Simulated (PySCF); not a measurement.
Start geometry of `C#CC(=C)SC` from GFN2-xTB (Å):
```
atom  x, y, z in Å
C1    -1.2746    1.0325   -1.3887
C2    -0.9529    0.2880   -0.5025
C3    -0.5305   -0.5756    0.5274
C4    -1.3820   -1.3201    1.2346
S5     1.2171   -0.6461    0.8633
C6     1.8894    0.5345   -0.3402
H7    -1.5909    1.6760   -2.1543
H8    -1.0341   -1.9716    2.0158
H9    -2.4394   -1.2861    1.0402
H10    2.9635    0.5420   -0.1815
H11    1.4754    1.5217   -0.1590
H12    1.6602    0.2040   -1.3488
```

Q: What comes out of this run: PySCF, PBE0-D3(BJ)/def2-SVP geometry optimisation, gas phase?

A: 
```
atom  x, y, z in Å
C1    -1.4293    1.1049   -1.4169
C2    -1.0743    0.3566   -0.5294
C3    -0.6270   -0.5117    0.5082
C4    -1.4845   -1.2596    1.2289
S5     1.1150   -0.6000    0.8453
C6     1.8287    0.5690   -0.3254
H7    -1.7597    1.7615   -2.2003
H8    -1.1276   -1.9201    2.0227
H9    -2.5558   -1.2166    1.0284
H10    2.9102    0.5402   -0.1324
H11    1.4600    1.5896   -0.1567
H12    1.6402    0.2697   -1.3651
```

The energy falls by 0.062 eV over 5 energy and gradient evaluations, the largest force component goes from 0.0157 to 1.0e-04 Eh/bohr, and the atoms move by 0.054 Å rms after alignment. The bond that changes most is C1–H7 (terminal alkyne carbon to alkyne hydrogen), which lengthens by 0.025 Å. Bonds longer at the end by more than 0.005 Å: 9 of 11; shorter: 1. Rotational constants go from 3742, 2845, 1633 to 3750, 2746, 1602 MHz. The orientation of the end geometry is arbitrary; only internal coordinates are fixed.

The run used 118 basis functions and 34 SCF cycles in all. Time: 21 s of wall time. Hardware: one thread, Arm Neoverse V2, shared host.

No PBE0-D3(BJ)/def2-SVP frequencies stand behind this structure, so it isn't proved a minimum. The numbers are those of one conformer.
